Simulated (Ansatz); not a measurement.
## FeAs2: computed properties

All numbers below come from Ansatz, DFT r2SCAN, scalar-relativistic, plane waves, PAW.

Settings: cutoff 500 eV, Γ-centred mesh 8×6×12 on the computed 6-atom cell, Gaussian smearing of 0.02 eV; no spin polarisation.

The structure is relaxed at this level of theory with its symmetry kept. Whether it is the stable form of this composition wasn't checked.

```yaml
crystal:
  lattice:
    - [5.24949, 0.00000, 0.00000]
    - [0.00000, 5.96617, 0.00000]
    - [0.00000, 0.00000, 2.87308]
  atoms:
    - { symbol: Fe, position: [0.00000, 0.00000, 0.00000] }
    - { symbol: Fe, position: [0.50000, 0.50000, 0.50000] }
    - { symbol: As, position: [0.17864, 0.36306, 0.00000] }
    - { symbol: As, position: [0.82136, 0.63694, 0.00000] }
    - { symbol: As, position: [0.67864, 0.13694, 0.50000] }
    - { symbol: As, position: [0.32136, 0.86306, 0.50000] }
```

| Property | Result |
| --- | --- |
| Space group | Pnnm (No. 58) |
| Volume per atom | 15.00 Å³ |
| Formation energy from the elements' standard states (uncorrected) | -0.133 eV/atom |
| Generalised Kohn–Sham band gap | 0.51 eV, indirect from (0.000, 0.500, 0.193) to (0.000, 0.000, 0.268) |
| Löwdin character of the top 1 eV of the valence band | Fe 3d 77 %, As 4p 19 % |
| Löwdin character of the lowest 1 eV of the conduction band | Fe 3d 70 %, As 4p 25 % |
| Electron masses at the edge by Cartesian direction of the standard setting (m_e; degenerate bands sorted by energy; no spin-orbit coupling) | x: 0.93; y: 3.2; z: 1.1 |
| Hole masses at the edge by Cartesian direction of the standard setting (m_e; degenerate bands sorted by energy; no spin-orbit coupling) | x: 0.98, 0.98; y: 6.4, 3.0; z: 2.2, 2.2 |
| Bader charges (e) | Fe (2 in the cell) 0.30, As (4 in the cell) -0.15 |

A ferromagnetic start lost its moments in a first run, so spin was left out; other magnetic orders weren't tried.

Cost: 3 runs of about 12 core-minutes in all, on Arm Neoverse V1 (shared hosts).